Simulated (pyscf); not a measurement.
Optimised with ωB97X-D3(BJ)/def2-SVP in PySCF. Correlated levels are frozen-core, on RHF or UHF. ΔMP2 is the change of the MP2 total energy from the triple- to the quadruple-zeta basis.

Question: Estimate by transition-state theory (the high-pressure limit) the rate constant of H₂N–GaH–Cl (SMILES [NH2][GaH][Cl]) → Cl–Ga (SMILES [Cl][Ga]) [singlet] + NH₃ (SMILES N) (singlet surface; Ga–N, Ga–H broken, H–N formed) at 600 K, with CCSD(T)/def2-TZVPP + ΔMP2(QZVPP) energies (ideal gas, 1 atm, RRHO with modes under 100 cm⁻¹ raised to 100, one conformer, R ln 2 for rigid chiral ones; no tunnelling).

Answer: The electronic barrier is 60.4 kcal/mol and the thermal terms add -1.1, so ΔG‡ = 59.3 kcal/mol. With k_BT/h = 1.25e+13 s⁻¹ and RT = 1.192 kcal/mol, k = 3.1e-09 s⁻¹; so small a molecule is far into fall-off at 1 atm, where the true rate is lower. Wigner's tunnelling factor for 1458i cm⁻¹ would be 1.51, likely too low at so high a frequency. A shift of 1 kcal/mol in the barrier changes k by a factor 2.3. On the product side the descent ends in a bound adduct, 12.6 kcal/mol under the separated species and 66.4 kcal/mol under the saddle at ωB97X-D3(BJ)/def2-TZVP. At ωB97X-D3(BJ) the barrier from the zero used here is 65.4 kcal/mol. One saddle was located; it need not be the lowest between these sides. The CCSD(T) − MP2 part came from Ansatz, without density fitting, on the same reference. The frozen core leaves the outer d or s,p core shells of the metals and heavy elements correlated in the MP2 and CC values, and def2-TZVPP describes them poorly, which can shift differences by a few kcal/mol. Elements up to Kr have no core potential and no relativistic terms here.
